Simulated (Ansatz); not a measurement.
Born–Oppenheimer molecular dynamics of BH$_{4}$N (6 atoms, charge 0, multiplicity 1). It starts at the highest image of a converged band. Of that band: The profile has 2 maxima (images 3, 5) with wells between them (image 4): this band takes more than one step, which may be the mechanism or a detour left from its start path. Neighbouring images differ by up to 2.2 eV, so the band resolves the path poorly. A vibrational analysis at the climbing image gives one clearly imaginary mode, 1320i cm⁻¹: a first-order saddle point.

The calculation used RKS PBE0-D4/def2-SVPD (Ansatz 0.2.0).

- ensemble: NVE (velocity Verlet)
- time step: 0.5 fs
- steps asked: 200
- starting velocities drawn for: 300 K
- seed: 3991

First frame:

```xyz
6
Properties=species:S:1:pos:R:3
B 0.241 0.508 -0.111
N 0.808 -0.018 1.199
H 0.313 -0.591 1.907
H 1.590 0.484 1.611
H 1.387 -0.414 0.286
H -0.875 0.031 -0.204
```

How far do the bonds stretch over the last three quarters of this one trajectory? (Pairs bonded in most of those frames.)


```tsv
bond	mean (Å)	spread (Å)	shortest	longest
B1–N2	1.719	0.105	1.55	1.87
B1–H6	1.246	0.028	1.19	1.29
N2–H3	1.023	0.010	1.00	1.04
N2–H4	1.024	0.009	1.01	1.05
N2–H5	1.035	0.018	1.00	1.07
```

Mean temperature of the second half: 536 K. The conserved energy stayed within 0.14 meV per atom of its start (net change -0.041 meV per atom), so the integration is sound. The kinetic energy rose, since the run started high on the potential surface and went downhill. A run of 0.1 ps of so small a system gives no equilibrium averages. The orbitals stay closed-shell, which can raise the energy where a bond breaks towards radicals; this wasn't checked here.

Run time: 3.2 min on 1 thread of Arm Neoverse V2, with other jobs on the host, peak memory 0.11 GiB.
